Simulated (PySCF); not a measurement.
**Working out the ionisation energy of P**

P [Ne] 3s2 3p3 (4S) → P⁺ [Ne] 3s2 3p2 (3P). Calculation: PySCF 2.14, in aug-cc-pwCVTZ (8s7p5d3f, 75 functions); no relativity, point nucleus. Frozen: 1s2. Energies in hartree (1 hartree = 27.21139 eV):

| part | P (lower) | P⁺ (upper) |
| --- | --- | --- |
| UHF | -340.716611 | -340.352469 |
| CCSD correlation | -0.363862 | -0.344481 |
| (T) | -0.006627 | -0.005022 |

Question: What does Hartree-Fock give?

Answer: (-340.352469) − (-340.716611) = 0.364142 hartree = 9.909 eV.

Question: What do CCSD and CCSD(T) give?

Answer: The CCSD correlation energies differ by 0.019381 hartree = 0.527 eV and the triples by 0.001605 hartree = 0.044 eV, so CCSD gives 10.436 eV and CCSD(T) 10.480 eV.

Measured between the centres of the two terms (NIST): 10.526 eV, so CCSD(T) (valence and next inner shell) is off by -0.046 eV.

What remains against the reference includes basis incompleteness, the frozen core and higher excitations.
